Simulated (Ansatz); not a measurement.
# One shape, several levels: doublet [BPH6]−

Wanted: a comparison of 6 runs (UHF/3-21G, U-r2SCAN/def2-SVPD, U-wB97X/def2-SVPD, UHSE06/def2-SVPD, USVWN5/def2-SVPD, UCCSD/def2-SVPD) of doublet [BPH6]−. 

Program for the calculation: Ansatz 0.2.0.

48 further runs of the same task are left out: 48 set aside as unsound or not needed.

## 1. Starting point

The species is [BPH6]− (8 atoms), meant as a doublet with charge -1. SMILES of the parent species: `[BH3-][PH3+]`. Geometry: relaxed at PBE0-D4/def2-TZVP. That shape belongs to the parent species and isn't relaxed for this state.

Bond lengths: B1–P2 1.910 Å, B1–H3 1.209 Å, B1–H4 1.209 Å, B1–H5 1.209 Å, P2–H6 1.408 Å, P2–H7 1.409 Å, P2–H8 1.408 Å. Some angles: B1–P2–H6 118.0°, B1–P2–H7 118.1°, B1–P2–H8 118.0°, P2–B1–H3 103.8°, P2–B1–H4 103.8°, P2–B1–H5 103.8°, H6–P2–H7 99.7°, H6–P2–H8 99.7°, H7–P2–H8 99.7°, H3–B1–H4 114.5°.

## 2. The energy at UHF/3-21G (run 1)

Contents of molecule.yaml:

```yaml
crystal:
  periodic: [false, false, false]
  atoms:
    - {symbol: B, position_ang: [-0.556100, 0.227200, -0.914000]}
    - {symbol: P, position_ang: [0.433900, -0.181600, 0.667700]}
    - {symbol: H, position_ang: [-1.693400, 0.343100, -0.520100]}
    - {symbol: H, position_ang: [-0.367800, -0.730200, -1.628000]}
    - {symbol: H, position_ang: [-0.055500, 1.254200, -1.309900]}
    - {symbol: H, position_ang: [0.418800, 0.755700, 1.718800]}
    - {symbol: H, position_ang: [1.823100, -0.380300, 0.547100]}
    - {symbol: H, position_ang: [0.089200, -1.345200, 1.382600]}
basis:
  gaussian: {orbitals: 3-21G.json}
total_charge: -1
magnetization: {spin_polarized: true, initial_magnetization: 1}
hamiltonian: {xc: hf}
accuracy: high
output: {orbitals: {seedname: orbitals}}
```

The basis set 3-21G is read from a file made from the Basis Set Exchange's data (not shown).

Run with:

```
$ ansatz run molecule.yaml --threads 1 --pin off --max-ram 3480MiB --events-out events.jsonl --progress --plain --runs-dir runs
```

Output:

```text
Warning: RAYON_NUM_THREADS=1 ignored (pool sized by the plan → 1); use --threads N
Functional definition: HF
  name "HF"
  exchange = exact_x
  correlation = 0
782 factors; integrals over basis functions are off by at most 3.6e-9 eV
mean field evaluation 1: about -9979.5961 eV, gradient 1.1e1 eV
mean field evaluation 2: about -9980.0607 eV, gradient 1.1e1 eV
mean field evaluation 4: about -9981.1365 eV, gradient 9.5e-1 eV
mean field evaluation 8: about -9981.1601 eV, gradient 4.4e-2 eV
mean field evaluation 16: about -9981.1643 eV, gradient 6.1e-4 eV
mean field evaluation 32: about -9981.1570 eV, gradient 3.0e-2 eV
mean field evaluation 64: about -9981.1506 eV, gradient 1.7e-1 eV
mean field evaluation 96: about -9981.1561 eV, gradient 1.9e-2 eV
mean field evaluation 128: about -9979.3506 eV, gradient 5.9e0 eV
mean field evaluation 160: about -9981.1542 eV, gradient 1.8e-1 eV
mean field evaluation 192: about -9981.1573 eV, gradient 2.4e-2 eV
mean field evaluation 224: about -9981.1571 eV, gradient 2.7e-2 eV
mean field evaluation 256: about -9979.8494 eV, gradient 1.9e0 eV
mean field evaluation 288: about -9981.1545 eV, gradient 1.5e-3 eV
mean field -9981.16431565 eV, -366.8010231239 hartree, gradient 1.3e-8 eV, S^2 0.763348; 3 other end points of the search recorded, 0 dependent functions left out
reference -9981.16431565 eV, -366.8010231239 hartree; 14, 13 occupied and 20, 21 virtual orbitals, 782 factors
Total energy: -9981.16431565 eV, -366.8010231239 hartree
```

Wall time 3.3 s (1 thread of Intel Xeon Platinum 8259CL at 2.50GHz (Skylake/Cascade Lake), shared host); peak memory 0.1 GiB.

## 3. The energy at U-r2SCAN/def2-SVPD (run 2)

Contents of run.yaml:

```yaml
crystal:
  periodic: [false, false, false]
  atoms:
    - symbol: B
      position_ang: [-0.556100, 0.227200, -0.914000]
    - symbol: P
      position_ang: [0.433900, -0.181600, 0.667700]
    - symbol: H
      position_ang: [-1.693400, 0.343100, -0.520100]
    - symbol: H
      position_ang: [-0.367800, -0.730200, -1.628000]
    - symbol: H
      position_ang: [-0.055500, 1.254200, -1.309900]
    - symbol: H
      position_ang: [0.418800, 0.755700, 1.718800]
    - symbol: H
      position_ang: [1.823100, -0.380300, 0.547100]
    - symbol: H
      position_ang: [0.089200, -1.345200, 1.382600]
basis:
  gaussian: {orbitals: def2-SVPD}
total_charge: -1
magnetization: {spin_polarized: true, initial_magnetization: 1}
hamiltonian: {xc: r2scan}
accuracy: high
output: {orbitals: {seedname: orbitals}}
```

Run with:

```
$ ansatz run run.yaml --threads 1 --pin off --max-ram 3480MiB --events-out events.jsonl --progress --plain --runs-dir runs
```

Output:

```text
Warning: RAYON_NUM_THREADS=1 ignored (pool sized by the plan → 1); use --threads N
Functional definition: r2SCAN
  name "r2SCAN"
  parameter k0 = 0.174
  parameter k1 = 0.065
  parameter a1 = 4.9479
  exchange = r2scan_x(k0 = k0, k1 = k1, a1 = a1)
  correlation = r2scan_c
1856 factors; integrals over basis functions are off by at most 3.6e-9 eV
mean field evaluation 1: about -10052.7479 eV, gradient 2.1e1 eV
mean field evaluation 2: about -10047.0693 eV, gradient 3.4e1 eV
mean field evaluation 4: about -10056.1265 eV, gradient 1.8e0 eV
mean field evaluation 8: about -10056.1575 eV, gradient 1.7e-1 eV
mean field evaluation 16: about -10056.1581 eV, gradient 1.2e-3 eV
mean field evaluation 32: about -10055.0640 eV, gradient 5.2e0 eV
mean field -10056.15807468 eV, -369.5569929356 hartree, gradient 6.8e-8 eV, S^2 0.751902; 7 other end points of the search recorded, 0 dependent functions left out
reference -10056.15808046 eV, -369.5569931481 hartree; 14, 13 occupied and 78, 79 virtual orbitals, 1856 factors
Total energy: -10056.15808046 eV, -369.5569931481 hartree
```

Run time: 33 s. Hardware: 1 thread of Intel Xeon Platinum 8259CL at 2.50GHz (Skylake/Cascade Lake), shared host; peak memory 0.43 GiB.

Runs 3 to 5 aren't shown in full; the table further down has their settings and results.

## 4. A single-point energy at UCCSD/def2-SVPD (run 6)

Contents of in.yaml:

```yaml
crystal:
  periodic: [false, false, false]
  atoms:
    - symbol: B
      position_ang: [-0.556100, 0.227200, -0.914000]
    - symbol: P
      position_ang: [0.433900, -0.181600, 0.667700]
    - symbol: H
      position_ang: [-1.693400, 0.343100, -0.520100]
    - symbol: H
      position_ang: [-0.367800, -0.730200, -1.628000]
    - symbol: H
      position_ang: [-0.055500, 1.254200, -1.309900]
    - symbol: H
      position_ang: [0.418800, 0.755700, 1.718800]
    - symbol: H
      position_ang: [1.823100, -0.380300, 0.547100]
    - symbol: H
      position_ang: [0.089200, -1.345200, 1.382600]
basis:
  gaussian: {orbitals: def2-SVPD}
total_charge: -1
magnetization: {spin_polarized: true, initial_magnetization: 1}
correlation: {method: ccsd, frozen_orbitals: {B: 1, H: 0, P: 5}}
accuracy: high
scf: {omitted_lower_state_checks: [cluster_reference, increment]}
```

Run with:

```
$ ansatz run in.yaml --threads 1 --pin off --max-ram 3480MiB --events-out events.jsonl --progress --plain --runs-dir runs
```

Output:

```text
Warning: RAYON_NUM_THREADS=1 ignored (pool sized by the plan → 1); use --threads N
[... 14 lines left out ...]
6 core orbitals not correlated: weight in the atoms' cores, before any rotation towards them, 1.000 or more for the frozen orbitals, at most 0.000 for the correlated occupied ones
[... 31 lines left out ...]
Total energy: -10041.08221581 eV, -369.0029653409 hartree
Checks for a lower state left out: cluster_reference, increment
```

Run time: 47 s. Hardware: 1 thread of Intel Xeon Platinum 8259CL at 2.50GHz (Skylake/Cascade Lake), shared host; peak memory 1.1 GiB.

## 5. The series

```
run               level  frozen core orbitals  energy (Eh)  HOMO energy (eV)  LUMO energy (eV)   ⟨S²⟩  wall time
  1           UHF/3-21G                     –  -366.801023              3.47             10.79  0.763      3.3 s
  2  U-r2SCAN/def2-SVPD                     –  -369.556993              2.93              3.95  0.752       33 s
  3   U-wB97X/def2-SVPD                     –  -369.579594              1.72              5.74  0.751    3.1 min
  4    UHSE06/def2-SVPD                     –  -369.424472              2.91              3.73  0.751       29 s
  5    USVWN5/def2-SVPD                     –  -368.005205              2.87              3.30  0.750      6.3 s
  6     UCCSD/def2-SVPD                     6  -369.002965                 –                 –  0.752       47 s
```

## 6. Summary of results

| quantity | value |
| --- | --- |
| run 6: total energy | -369.00297 Eh |
| run 6: correlation energy (6 core orbitals frozen) | -323.6 mEh |
| run 6: ⟨S²⟩ of the reference determinant | 0.752 |
| run 6: T1 diagnostic | 0.024 |

What this shows: Totals of different functionals can't be ranked against each other. In runs 1, 2, 3, 4, 5 the HOMO lies above zero, so the outermost electron may be held by the basis alone. All runs together took 5 min, the longest 3.1 min.
